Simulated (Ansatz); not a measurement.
System: fcc Pt. Method: HSE06 in Ansatz (PAW).

Numerical settings: plane-wave cutoff 500 eV, 12×12×12 k mesh, Fermi–Dirac smearing 0.1 eV, scalar-relativistic PAW data made under PBE.

Computed at the level's own relaxed cell.

Question: Give the computed volume per atom and lattice parameter a.

Answer: 
* **volume per atom**: 15.15 Å³/atom
* **lattice parameter a**: 3.928 Å

Measured, for comparison: equilibrium volume per atom 14.98 Å³/atom, lattice constant a 3.913 Å (static lattice: zero-point anharmonic expansion removed; as tabulated in Mejia-Rodriguez and Trickey (2018), arXiv:1807.09216). Computed (rounded) less measured: equilibrium volume per atom +1.1 %, lattice constant a +0.4 %.

Note: exact exchange on metals is sensitive to the k mesh and can open a false gap; the run warned that the count of filled bands differs between k points.

Spin–orbit coupling is not included.

The computed numbers hold no vibrational or temperature effects.

The result took about 9 core-minutes (a rough figure).

Ansatz is a program for electronic structure.
